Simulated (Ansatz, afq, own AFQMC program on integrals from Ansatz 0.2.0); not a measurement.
Two steps: Ansatz 0.2.0 writes the Fock matrix and Cholesky factors of the valence space, and afq projects on them the lowest state that overlaps trial and start.

```yaml
crystal:
  periodic: [false, false, false]
  atoms:
    - {symbol: Al, position_ang: [0.000000, 0.093728, 1.262480]}
    - {symbol: Al, position_ang: [0.000000, -0.018061, -1.369145]}
    - {symbol: H, position_ang: [0.000000, -0.755710, 2.802784]}
    - {symbol: H, position_ang: [0.000000, -1.269846, 0.052516]}
basis:
  gaussian: {orbitals: cc-pVDZ}
magnetization: {spin_polarized: false}
correlation: {method: ccsd_t, electrons: outside_noble_gas, hamiltonian_folder: ham}
```

```sh
$ ansatz run in.yaml --threads 1 --pin off --events-out ev --progress --plain --max-ram 1382MiB
```

afq runs on the folder ham with

```
--method free --trial cisd --walkers 70 --time-step 0.03 --max-blocks 80 --target-error 0.00034 --factor-cut 1e-05 --seed 8108 --times 0,0.3,0.6,1.2,1.8,2.4,3.6,4.8,6 --taylor-order 8
```

Times are imaginary, in 1/Eh. The walk had a cap of 482 s.

afq prints:

```
orbitals 36  electrons 4 4  factors 265 of 448
reference energy -484.91989119 Eh
CCSD correlation -0.15595023 Eh in 12 cycles, weight of the determinant in the CISD state 0.8495
repeat  energy at the last time / Eh  error
    10  -485.082968  0.001482
    20  -485.083617  0.001010
    30  -485.083878  0.000829
    40  -485.084358  0.000763
    50  -485.083982  0.000696
    60  -485.083223  0.000658
    70  -485.082967  0.000591
    80  -485.083153  0.000535
time / (1/Eh)  energy / Eh  error  mean overlap
  0.00  -485.075744  0.000146  1.1756
  0.30  -485.077982  0.000157  1.1748
  0.60  -485.079165  0.000168  1.1866
  1.20  -485.080740  0.000174  1.1891
  1.80  -485.081534  0.000193  1.1951
  2.40  -485.081702  0.000240  1.2119
  3.60  -485.082302  0.000294  1.2249
  4.80  -485.082743  0.000434  1.2489
  6.00  -485.083153  0.000535  1.1597
energy -485.083153 +/- 0.000535 Eh
```

The run passed its tests (error under three times the target), which doesn't prove that it has relaxed.

Against this walk (error 14.6 meV) on the same determinant: CCSD(T) 59.7 meV higher, CCSDT(Q) 13.7 meV higher (within the noise). The error is statistical, and a free projection of finite length keeps a remainder of its start. The last points still move (meV from the last: 44 ± 5 at 1.80, 39 ± 7 at 2.40, 23 ± 8 at 3.60, 11 ± 12 at 4.80, 0 ± 15 at 6.00), but the last one has reached CCSDT(Q) within the noise or passed it, so little can be left to fall.

Cautions: remainder of the start not in the error; error above the target (14.6 against 9.3 meV); higher spins were not checked; restricted determinant unstable towards unrestricted (UHF 71 meV lower, ⟨S²⟩ 0.48).

The walk took 2 min on 1 thread of Arm Neoverse V1 (shared host). The log's last line is the free-projection energy.

CCSDT and higher add their correlation energy to the determinant of the CCSD(T) run, since their own runs factorise the integrals more tightly (a shift of under 2 meV). A walk keeps the symmetry of its determinant, which the program's search chose and which needn't be the lowest solution, so a lower state of the same spin and another symmetry isn't excluded.
